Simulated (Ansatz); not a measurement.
Two isomers of C3H5N: A = `[C-]#[N+]CC`, B = `C1=CNC1`.

Calculated with Ansatz (gas phase, PBE0-D4/def2-TZVP geometries, no zero-point term in ΔE). CCSD(T)/CBS adds triple-zeta CCSD(T) − MP2 to the extrapolated MP2 energy (def2 sets, frozen cores). Functionals use def2-TZVPP. B3LYP here is the variant with VWN-RPA as its local correlation; programs differ in this.

A:

```xyz
9

C    -1.297   -0.649   -2.133
N    -0.485   -0.490   -1.313
C     0.478   -0.280   -0.296
C    -0.110    0.460    0.892
H     0.866   -1.255    0.008
H     1.309    0.281   -0.730
H    -0.933   -0.106    1.331
H    -0.487    1.438    0.590
H     0.659    0.603    1.652
```

B:

```xyz
9

C    -0.208    0.472    0.878
C    -0.671   -0.716    0.466
N     0.149   -0.830   -0.683
C     0.642    0.542   -0.363
H    -0.288    1.064    1.776
H    -1.368   -1.463    0.829
H    -0.322   -0.935   -1.575
H     1.726    0.576   -0.226
H     0.340    1.290   -1.102
```

Q: Which isomer does CCSD(T)/CBS put lower? Give the gap. (Best estimate.)

A: Computed: A, by 80.4 kJ/mol.

Q: Give E(B) − E(A) in kJ/mol with LDA (SPW92), ωB97M-V, CCSD(T)/def2-TZVPP, MP2/def2-TZVPP, B3LYP-D4, r2SCAN-D4, CCSD(T)/def2-SVP. (Estimate.)

A: The calculation gave: LDA (SPW92) 19.7, ωB97M-V 82.8, CCSD(T)/def2-TZVPP 88.0, MP2/def2-TZVPP 81.1, B3LYP-D4 85.2, r2SCAN-D4 68.2, CCSD(T)/def2-SVP 101.2. None reverses the order clearly.

Q: Does the order hold for the free energy at 298.15 K (harmonic terms from PBE0-D4)? (Estimate.)

A: The calculation gave: Yes: G(B) − G(A) = +87.6 kJ/mol.

Largest T1 diagnostic: 0.012.

From PBE to PBE0 (25 % exact exchange), in def2-TZVPP and without D4, E(B) − E(A) moves by +4.8 kJ/mol. At CCSD(T), def2-SVP lies +20.7 kJ/mol from the extrapolated value and def2-TZVPP +7.6 kJ/mol.
